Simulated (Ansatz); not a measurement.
Two structures of SiH7OF, closed shell, reached by relaxing down either side of one saddle point (PBE0-D4/def2-TZVP). Energies are electronic, without zero-point energy. Ansatz 0.2.0; basis: def2-TZVPP and def2-QZVPP; cores frozen in the correlated methods. Extrapolation: Hartree–Fock as exp(−7.88 √X), correlation as X^−2.97. First:

```
atom    x (Å)    y (Å)    z (Å)
 Si1  -0.9765   0.3743  -1.4178
  H2  -0.2795  -0.8003  -0.8212
  H3  -1.7608  -0.1331  -2.5757
  H4  -1.9023   0.9597  -0.4217
  H5   0.0188   1.3610  -1.8922
  H6   0.9775   0.5912   1.2880
  F7   0.6747   1.4460   1.0165
  H8   0.9755  -1.4752   0.8507
  O9   1.3401  -0.9799   1.5914
 H10   0.9325  -1.3437   2.3819
```

Second:

```tsv
atom	x (Å)	y (Å)	z (Å)
Si1	-0.6218	1.3677	-0.7374
H2	0.4454	-3.1779	-0.7807
H3	-0.5364	0.0554	-1.4102
H4	-1.5843	1.3612	0.3863
H5	-0.9962	2.4230	-1.7118
H6	1.2132	0.0435	1.2171
F7	0.8332	1.7747	-0.1772
H8	0.4702	-2.6142	-0.2894
O9	0.5283	-0.6272	1.2928
H10	0.2483	-0.6061	2.2104
```

Q: Which bonds change from the first to the second?

A: SiH₄ + H₂O + HF → SiH₃F ([F][SiH3]) + H₂O + H₂; bonds formed: Si1–F7, H2–H8, H6–O9; bonds broken: Si1–H2, H6–F7, H8–O9.

Q: Give the saddle point's structure and its height above each. (To be estimated.)

A: Computed: 1.520 eV above the first and 2.318 eV above the second (CCSD(T) at an estimated basis limit (MP2 extrapolated from triple and quadruple zeta, plus CCSD(T) − MP2 in triple zeta)).
Si1  (-0.664, 0.536, -0.940)
H2  (-0.059, -0.928, -0.473)
H3  (-1.285, -0.349, -2.002)
H4  (-1.899, 0.986, -0.246)
H5  (0.104, 1.455, -1.819)
H6  (0.977, 0.169, 1.210)
F7  (0.317, 1.164, 0.461)
H8  (0.528, -1.031, 0.366)
O9  (1.210, -0.833, 1.326)
H10  (0.771, -1.171, 2.116)
(Å)

T1 diagnostic: at most 0.012.

Labels in which every atom is bracketed show which atoms are joined, not bond orders.

For scale, one of the runs: CCSD(T)/def2-TZVPP, 202 basis functions (an equivalent command: `ansatz run in.yaml --threads 4`). Hardware: 4 CPU threads, shared host. Wall time 41 s; peak host memory 2.6 GiB.
